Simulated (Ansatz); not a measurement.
A nudged elastic band was laid between two geometries of AlH₆NO (9 atoms, charge 0, multiplicity 1).

Theory: RKS PBE0-D4/def2-SVP (Ansatz 0.2.0).

```
movable images  : 7
climbing image  : yes
spring          : 5.0 eV/Å²
optimiser       : quadratic models (default)
start path      : through a guess of the saddle point
force threshold : 0.05 eV/Å
iteration limit : 60
end points      : relaxed
```

Image 0:

```xyz
9
Properties=species:S:1:pos:R:3
Al -0.069 0.179 0.267
O -0.479 -0.240 1.916
H -0.717 -1.118 2.215
H 1.401 -0.202 -0.252
H -1.267 0.246 -0.800
N 0.142 2.128 0.860
H 1.075 2.521 0.745
H -0.535 2.777 0.457
H -0.054 2.035 1.861
```

Image 8:

```xyz
9
Properties=species:S:1:pos:R:3
Al 0.104 0.418 0.038
O -0.186 -0.058 1.966
H -1.051 -0.389 2.240
H 1.495 -0.220 -0.391
H -1.282 0.022 -0.654
N 0.150 2.142 0.742
H 1.028 2.657 0.772
H -0.582 2.805 0.496
H -0.179 0.949 2.061
```

Problem. Which bonds break or form, and what moves?

Solution. Bonds broken: N6–H9. Bonds formed: O2–H9.

Problem. Give the energies along the band, and the barrier.

Solution. The run converged. The highest image is number 6 of 0 to 8, 18.7 kcal/mol above the first end and 0.5 kcal/mol above the last; the last end lies 18.2 kcal/mol above the first. A vibrational analysis at the climbing image gives one clearly imaginary mode, 598i cm⁻¹: a first-order saddle point. The orbitals stay closed-shell, which can raise the energy where a bond breaks towards radicals; this wasn't checked here.

```tsv
image	path coordinate (Å)	energy (kcal/mol)	N6–H9 (Å)	O2–H9 (Å)
0	0.00	0.0	1.02	2.31
1	0.28	0.2	1.03	2.25
2	0.56	0.9	1.03	2.14
3	0.84	2.3	1.03	1.97
4	1.12	5.4	1.06	1.70
5	1.40	13.6	1.19	1.39
6	1.68	18.7	1.46	1.12
7	1.86	18.3	1.65	1.04
8	2.03	18.2	1.81	1.01
```

Problem. What is the geometry of the highest image?

Solution. 
```xyz
9
Properties=species:S:1:pos:R:3:forces:R:3
Al 0.087 0.343 0.039 0.00 0.00 0.00
O -0.184 -0.022 1.923 -0.01 0.00 0.00
H -1.014 -0.363 2.272 0.00 0.00 0.00
H 1.500 -0.212 -0.428 0.00 0.00 0.00
H -1.279 0.042 -0.731 0.00 0.00 0.00
N 0.129 2.087 0.827 0.00 -0.02 0.00
H 1.007 2.597 0.897 0.01 0.01 0.00
H -0.601 2.761 0.606 -0.01 0.00 0.00
H -0.147 1.093 1.864 0.01 0.01 0.00
```

Problem. What are the harmonic wavenumbers there?

Solution. 598i, 345, 404, 421, 467, 513, 608, 672, 700, 753, 765, 779, 951, 1481, 1545, 1904, 1935, 2014, 3567, 3655, 3906 cm⁻¹.

Run time: 120 s on 1 thread of Intel(R) Xeon(R) 6975P-C (Granite Rapids) (shared host), peak memory 0.16 GiB.
